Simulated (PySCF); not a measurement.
## Peak assignment

Mapped SMILES: `[CH2:1]=[C:2]1[C:3]([CH3:4])=[C:5]1[F:6]` (H(Xn): hydrogen on atom n). Ha(C1) is cis to C3; Hb(C1) is trans to C3.

PySCF 2.14.0 with density-fitted response routines calculation with geometry from PBE0-D3(BJ)/def2-SVP, B3LYP/pcJ-1 coupling constants (spin–dipole term only in couplings to heteroatoms) and shielding tensors at B97-2/pcSseg-2 (GIAO); averaged over atoms made equivalent by symmetry, fast rotation or ring inversion, a single conformation, relativity neglected, in vacuum.

Chemical shifts δ = σref − σ; ¹³C (σ = 183.46 ppm) and ¹H (σ = 31.36 ppm) vs TMS, all at this level.

Question: Assign these signals to the numbered atoms. ¹³C{¹H} NMR (computed): δ 153.8 (d, J = 521.9 Hz), 132.0 (d, J = 1.5 Hz), 116.3 (d, J = 26.3 Hz), 56.9 (d, J = 4.5 Hz), 9.0.

Answer: 
153.8 → C5, fully substituted alkene carbon: the olefinic region
132.0 → C2, fully substituted alkene carbon
116.3 → C3, fully substituted alkene carbon
56.9 → C1, terminal =CH2 carbon
9.0 → C4, allylic methyl carbon: a saturated carbon with 1 carbon neighbour and no heteroatom attached

Question: Assign these signals to the numbered atoms. ¹H NMR (400 MHz, computed): δ 3.49 (dd, J = 15.6, 1.2 Hz, 1H), 3.37 (dd, J = 10.9, 1.2 Hz, 1H), 1.96 (d, J = 8.6 Hz, 3H).

Answer: 
| δ (ppm) | atoms | environment | reason |
| --- | --- | --- | --- |
| 3.49 | Hb(C1) | hydrogen on a terminal =CH2 carbon | – |
| 3.37 | Ha(C1) | hydrogen on a terminal =CH2 carbon | – |
| 1.96 | H(C4) | hydrogen on an allylic methyl carbon | allylic position |

Hb(C1) and Ha(C1) lie closer than the usual error of such a calculation, so a measured spectrum could show them in the other order.

Common functionals overestimate the size of one-bond C–F couplings by tens of Hz; these are unscaled. Splittings below 1 Hz are ignored in the labels, and close J values are merged. Shifts are as computed. Against solution values, carbons near 30 ppm lie about +4 ppm off and those near 130 ppm about +7 ppm. Of 1211 compounds with measured shifts, 218 miss one by over three times the rms of a fit or turn the order of signals round; such compounds aren't used in these exercises.
